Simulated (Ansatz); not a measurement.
## Bend profile

CCl2 (SMILES Cl[C]Cl), singlet, at its PBE0-D4/def2-TZVP minimum:

| atom | x (Å) | y (Å) | z (Å) |
| --- | --- | --- | --- |
| Cl1 | 1.2367 | -0.3293 | 0.6443 |
| C2 | -0.2316 | -0.5851 | -0.1898 |
| Cl3 | -1.0051 | 0.9145 | -0.4545 |

The angle Cl1–C2–Cl3 (109.5° at the minimum) is set to the values below, Cl1, with anything bonded beyond it, turning rigidly in the plane of the angle. Each method's energies count from its own value at the PBE0-D4 minimum structure. Program: Ansatz 0.2.0. Basis: def2-TZVPP. Cores are frozen in the correlated methods. B3LYP uses VWN-RPA correlation.

| angle (°) | CCSD(T) (kJ/mol) | B3LYP-D4 (kJ/mol) | MP2 (kJ/mol) | r2SCAN-D4 (kJ/mol) |
| --- | --- | --- | --- | --- |
| 91.5 | 68.5 | 70.6 | 66.2 | 69.9 |
| 96.0 | 35.6 | 37.3 | 33.9 | 36.6 |
| 100.5 | 14.9 | 16.0 | 13.8 | 15.4 |
| 105.0 | 3.6 | 4.2 | 3.1 | 3.8 |
| 109.5 | 0.0 | 0.0 | 0.0 | 0.0 |
| 114.0 | 2.6 | 2.1 | 3.1 | 2.5 |
| 118.5 | 10.3 | 9.5 | 11.6 | 10.4 |
| 123.0 | 22.6 | 21.4 | 24.6 | 23.0 |
| 127.5 | 38.8 | 37.4 | 41.6 | 39.5 |

Minimum and curvature along this coordinate at CCSD(T): A fifth-order fit through the nearest points gives 109.8°, with a curvature of about 3.1 meV/deg².

Largest difference from the CCSD(T) curve over the scan: PBE-D4 2.2; PBE0-D4 3.1; wB97M-V 3.6; HF 7.9 kJ/mol. Each curve counts from its own value at the minimum.

T1 diagnostic: at most 0.022. The restricted Hartree–Fock reference is unstable towards an unrestricted one at one or more of these structures.

For scale, one of the runs: CCSD(T)/def2-TZVPP, 115 basis functions (an equivalent command: `ansatz run in.yaml --threads 2`). Hardware: 2 CPU threads, shared host. Wall time about 6 s.
